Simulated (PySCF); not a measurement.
Static response to an electric field

C2H6O3S.
Geometry (GFN2-xTB, Å), atoms numbered from 1 in this order:
```
atom  x, y, z in Å
C1     1.402    0.330   -0.388
C2     0.526   -0.530    0.487
S3    -1.124    0.189    0.444
O4    -1.057    1.583    0.730
O5    -2.055   -0.620    1.173
O6    -1.484   -0.009   -1.124
H7     1.026    0.320   -1.408
H8     1.370    1.354   -0.025
H9     2.433   -0.018   -0.386
H10    0.420   -1.550    0.133
H11    0.833   -0.524    1.528
H12   -2.288   -0.525   -1.192
```

Level: wB97X-D/def2-SVPD (PySCF), static field, nuclei fixed, core orbitals frozen in the response. The polarisability tensor in these axes (au):

```
x   60.50  1.02 -1.81
y    1.02 52.08 -0.18
z   -1.81 -0.18 51.46
```

**Question.** Give the principal values, the mean and the anisotropy Δα = √{½[(α1 − α2)² + (α2 − α3)² + (α1 − α3)²]}.

**Answer.** Principal values 51.11, 51.96 and 60.97 au; mean 54.68 au = 8.10 Å³ = 9.02 × 10⁻⁴⁰ C²·m²/J; Δα = 9.46 au (17 % of the mean).

**Question.** What is the dipole moment, and where does it point?

**Answer.** (2.48, -2.34, -1.83) D, 3.87 D in size, pointing from the negative to the positive side. Measured along this direction, the outermost atoms are O4 at the negative end and H9 at the positive end.

**Question.** What would n − 1 = 2πNα be for an ideal gas of these molecules at 350 K and 1 atm, electronic part alone?

**Answer.** N = p/kT = 2.0968 × 10¹⁹ cm⁻³, so n − 1 = 2π × N × 8.10 × 10⁻²⁴ cm³ = 1068 × 10⁻⁶ at long wavelengths.

**Question.** What depolarisation ratio follows for Rayleigh scattering of linearly polarised light, taking the static tensor?

**Answer.** ρ = 3Δα²/(45ᾱ² + 4Δα²) = 268.7/(134562 + 358.3) = 0.00199.

**Question.** Find the Langevin capture rate constant for NO+ (29.998 u) meeting this molecule (110.004 u), k = 2.342 × 10⁻⁹ cm³/s × √(α in Å³ / reduced mass in u).

**Answer.** The reduced mass is 23.57 u, so k = 1.37 × 10⁻⁹ cm³/s. The formula leaves out the permanent dipole, which adds to the capture rate.

Isolated species at its GFN2-xTB geometry (one conformer only).
